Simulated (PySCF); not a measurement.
Isomers C$_{4}$H$_{4}$FN:

A. `[H]/N=C\C#CCF`
B. `Fc1cc[nH]c1`
C. SMILES N#CC/C=C\F
D. SMILES C/C(C#N)=C\F
E. `N#CC/C=C/F`

Spectrum 1. ¹³C{¹H} NMR (computed): δ 161.6 (CH, d, J = 346.5 Hz), 121.5 (C), 108.6 (CH, d, J = 15.6 Hz), 16.4 (CH2, d, J = 8.9 Hz).

Spectrum 2. ¹³C{¹H} NMR (computed): δ 169.2 (CH, d, J = 359.4 Hz), 121.8 (C, d, J = 8.8 Hz), 102.9 (C, d, J = 18.8 Hz), 12.9 (CH3, d, J = 2.6 Hz).

Spectrum 3. ¹³C{¹H} NMR (computed): δ 158.0 (CH), 93.6 (C, d, J = 19.2 Hz), 92.1 (C, d, J = 10.2 Hz), 70.7 (CH2, d, J = 247.4 Hz).

Spectrum 4. ¹³C{¹H} NMR (computed): δ 160.3 (C, d, J = 307.1 Hz), 117.0 (CH, d, J = 4.5 Hz), 103.9 (CH, d, J = 26.0 Hz), 102.5 (CH, d, J = 13.4 Hz).

Spectrum 5. ¹³C{¹H} NMR (computed): δ 159.8 (CH, d, J = 343.6 Hz), 121.4 (C), 107.9 (CH, d, J = 2.9 Hz), 12.8 (CH2, d, J = 9.5 Hz).

PySCF 2.14 calculation with PBE0-D3(BJ)/def2-SVP structure, J couplings at B3LYP/pcJ-1 (spin–dipole term left out of most H,H and C,H couplings) and shieldings: GIAO PBE0/pcSseg-1; no solvent, rapidly exchanging positions averaged, a single conformation, relativity neglected.

δ = σ(ref) − σ, references computed at the same level: TMS for ¹³C (σ = 184.41 ppm). One-bond C–F couplings are unscaled and too large by tens of Hz. Shifts are as computed. Against solution values, carbons near 30 ppm lie about +2 ppm off and those near 130 ppm about +5 ppm. Of 1211 compounds with measured shifts, 218 miss one by over three times the rms of a fit or turn the order of signals round; such compounds aren't used in these exercises.

Match each spectrum to its structure.

Answers

1–E, 2–D, 3–A, 4–B, 5–C.

- Spectrum 1 (E): 4 ¹³C signals; δC 161.6 is an alkene CH; δC 121.5 is a nitrile carbon.
- Spectrum 2 (D): 4 ¹³C signals; δC 121.8 is a nitrile carbon; δC 102.9 is a fully substituted alkene carbon.
- Spectrum 3 (A): 4 ¹³C signals; δC 93.6 is an alkyne carbon; δC 92.1 is an alkyne carbon.
- Spectrum 4 (B): 4 ¹³C signals; δC 160.3 is an aromatic carbon bearing fluorine; δC 117.0 is an aromatic CH next to a ring nitrogen.
- Spectrum 5 (C): 4 ¹³C signals; δC 159.8 is an alkene CH; δC 121.4 is a nitrile carbon.
